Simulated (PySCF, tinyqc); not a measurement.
Worked calculation: coupled-perturbed Hartree-Fock on RHF in the sto-6g basis, for BH, spin multiplicity 1. The lowest restricted solution is unstable here: a spin-polarised one lies 0.0134 hartree lower (PySCF). One step of it, computed by the program tinyqc.

Problem. Response to a field: uncoupled start. Field along z; U_ai = -mu_ai / (e_a - e_i), alpha = -4 sum U_ai mu_ai.

orbital energies (hartree): MO1 -7.434426, MO2 -0.591478, MO3 -0.245986, MO4 0.267017, MO5 0.267017, MO6 0.747458

dipole integrals <a|z|i> (bohr):
```
           i1        i2         i3
a4   0.000000  0.000000   0.000000
a5   0.000000  0.000000   0.000000
a6  -0.092716  0.652148  -0.879901
```

Give: uncoupled U; uncoupled polarisability.

Solution.

uncoupled U:
```
        i1       i2      i3
a4  0.0000   0.0000  0.0000
a5  0.0000   0.0000  0.0000
a6  0.0113  -0.4871  0.8857
```

uncoupled polarisability = 4.3921 bohr^3
